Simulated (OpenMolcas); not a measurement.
# C2ClF3 (chlorotrifluoroethylene): B97-1/ANO-RCC-VDZP (DKH2)

Aim: the vertical singlet–triplet gap of C2ClF3 (chlorotrifluoroethylene) at B97-1/ANO-RCC-VDZP (DKH2), from 2 runs. 

Program for the calculation: OpenMolcas 26.06.

### 1 The system as given

The species is C2ClF3 (6 atoms), meant as a singlet with charge 0. As SMILES, `FC(F)=C(F)Cl`. Geometry: relaxed at GFN2-xTB.

Bond lengths: F1–C2 1.321 Å, C2–F3 1.321 Å, C2–C4 1.332 Å, C4–F5 1.334 Å, C4–Cl6 1.708 Å. Angles: F1–C2–F3 111.5°, F1–C2–C4 124.9°, F3–C2–C4 123.6°, C2–C4–F5 120.5°, C2–C4–Cl6 124.2°, F5–C4–Cl6 115.3°.

### 2 A single-point energy at B97-1/ANO-RCC-VDZP (DKH2)

File struct.xyz:

```xyz
6

F      0.753500    -1.669170     0.131800
C     -0.077040    -0.646760     0.235640
F     -1.177330    -0.979550     0.887500
C      0.151140     0.571920    -0.249990
F      1.284840     0.841200    -0.899610
Cl    -0.935120     1.882370    -0.105330
```

File job.inp:

```
* C2ClF3 Kohn-Sham DFT

&GATEWAY
  Coord = struct.xyz
  Basis = ANO-RCC-VDZP
  Group = NoSym

&SEWARD

&SCF
  KSDFT = HYB_GGA_XC_B97_1
  PrOrbitals = 0
```

Launch:

```console
$ export MOLCAS_MEM=1860
$ pymolcas job.inp > job.log
```

What it wrote (excerpt; [...] marks lines left out):

```text
--- Start Module: gateway ---
[...]
--- Stop Module: gateway /rc=_RC_ALL_IS_WELL_ ---
--- Start Module: seward ---
[...]
      Basis functions           88
--- Stop Module: seward /rc=_RC_ALL_IS_WELL_ ---
[...]
--- Start Module: scf ---
[...]
       Convergence after  12 Iterations
[...]
::    Total KS-DFT energy                            -837.6265517869
[...]
      Total spin, S                                     0.0000000000
[...]
      Total electronic charge=   56.000000
      Total            charge=   -0.000000
[...]
      Dipole Moment (debye):
      Origin of the operator (angstrom)=   -0.1333    0.2638   -0.0136
                   X= -4.4830E-01               Y=  3.3464E-01               Z=  1.2253E-01           Total=  5.7268E-01
      Quadrupole Moment (debye*angstrom):
[...]
--- Stop Module: scf /rc=_RC_ALL_IS_WELL_ ---
[...]
```

It took 19 s on 1 thread of Arm Neoverse V2, shared host; peak memory 0.51 GiB.

### 3 The triplet at the same level

struct.xyz is that of step 2.

File job.input:

```
* C2ClF3 Kohn-Sham DFT
&GATEWAY
Coord=struct.xyz
Basis=ANO-RCC-VDZP
Group=NoSym
&SEWARD
&SCF
UHF
Spin=3
KSDFT=HYB_GGA_XC_B97_1
PrOrbitals=0
```

Launch:

```console
$ export MOLCAS_MEM=1860
$ pymolcas job.input > job.log
```

What it wrote (excerpt; [...] marks lines left out):

```text
--- Start Module: gateway ---
[...]
--- Stop Module: gateway /rc=_RC_ALL_IS_WELL_ ---
--- Start Module: seward ---
[...]
      Basis functions           88
--- Stop Module: seward /rc=_RC_ALL_IS_WELL_ ---
[...]
--- Start Module: scf ---
[...]
       Convergence after  19 Iterations
[...]
::    Total KS-DFT energy                            -837.4633570561
[...]
      Total spin, S                                     1.0025345648
[...]
      Total electronic charge=   56.000000
      Total            charge=   -0.000000
[...]
      Dipole Moment (debye):
      Origin of the operator (angstrom)=   -0.1333    0.2638   -0.0136
                   X= -4.0744E-01               Y=  7.1466E-01               Z= -1.3739E-02           Total=  8.2276E-01
      Quadrupole Moment (debye*angstrom):
[...]
--- Stop Module: scf /rc=_RC_ALL_IS_WELL_ ---
[...]
```

Run time: 27 s. Hardware: 1 thread of Arm Neoverse V2, shared host; peak memory 0.51 GiB.

### 4 Results

Level: B97-1/ANO-RCC-VDZP (DKH2).

```
                                        quantity          value
                           singlet: total energy  -837.62655 Eh
                          singlet: dipole moment         0.57 D
                            singlet: HOMO energy       -7.35 eV
                            singlet: LUMO energy       -0.06 eV
                          singlet: HOMO–LUMO gap        7.29 eV
                           triplet: total energy  -837.46336 Eh
                          triplet: dipole moment         0.82 D
     triplet: HOMO energy (highest over α and β)       -2.96 eV
                                   triplet: ⟨S²⟩          2.008
vertical energy of the triplet above the singlet       4.441 eV
```

At this shape the triplet lies 4.44 eV (102 kcal/mol) above the singlet. Mulliken charges (singlet) run from -0.19 on F3 to +0.44 on C2; they depend strongly on the basis. Mulliken charges (triplet) run from -0.19 on F3 to +0.40 on C2.
